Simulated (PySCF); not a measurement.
The electron affinity along group 14

All values are computed (PySCF 2.14, energy differences of UHF-based or UKS calculations, no spin-orbit coupling). Values in eV. The last column holds reference values (measured affinities from photodetachment; the arrow runs from anion to atom). Unmarked ones compare directly (S terms, centres of terms, or small fine structure); those marked * lie between the lowest fine-structure levels and include a spin-orbit shift.

| element | configurations | UHF | MP2 (valence) | SCS-MP2 (valence) | CCSD (valence) | PBE | PBE0 | reference |
| --- | --- | --- | --- | --- | --- | --- | --- | --- |
| C (aug-cc-pVTZ, non-relativistic) | [He] 2s2 2p3 → [He] 2s2 2p2 | 0.453 | 1.265 | 0.975 | 1.148 | 1.578 | 1.412 | 1.262 |
| Si (aug-cc-pV(T+d)Z, non-relativistic) | [Ne] 3s2 3p3 → [Ne] 3s2 3p2 | 0.853 | 1.390 | 1.209 | 1.328 | 1.494 | 1.460 | 1.390 * |
| Ge (aug-cc-pVTZ-PP with ECP10MDF, ECP) | [Ar] 3d10 4s2 4p3 → [Ar] 3d10 4s2 4p2 | 0.837 | 1.303 | 1.137 | 1.276 | 1.396 | 1.366 | 1.233 * |
| Sn (aug-cc-pVTZ-PP with ECP28MDF, ECP) | [Kr] 4d10 5s2 5p3 → [Kr] 4d10 5s2 5p2 | 0.958 | 1.363 | 1.222 | 1.348 | 1.412 | 1.409 | 1.112 * |
| Pb (aug-cc-pVTZ-PP with ECP60MDF, ECP) | [Xe] 4f14 5d10 6s2 6p3 → [Xe] 4f14 5d10 6s2 6p2 | 0.872 | 1.221 | 1.085 | 1.235 | 1.320 | 1.305 | 0.357 * |

The highest occupied level of the anion is positive for C⁻ at PBE, PBE0; Si⁻ at PBE, PBE0; Ge⁻ at PBE, PBE0; Sn⁻ at PBE, PBE0; Pb⁻ at PBE, PBE0, so there the basis helps to hold the electron.

For Pb a determinant mixes LS terms or the coupling is close to jj, so these rows are model values.

"Valence" correlates the outer s and p shells and, in groups 3 to 12 and the f block, the outer d or f shell, open or full, or the next shell where the ion has no valence electron left; the wider scheme adds the next inner shell.
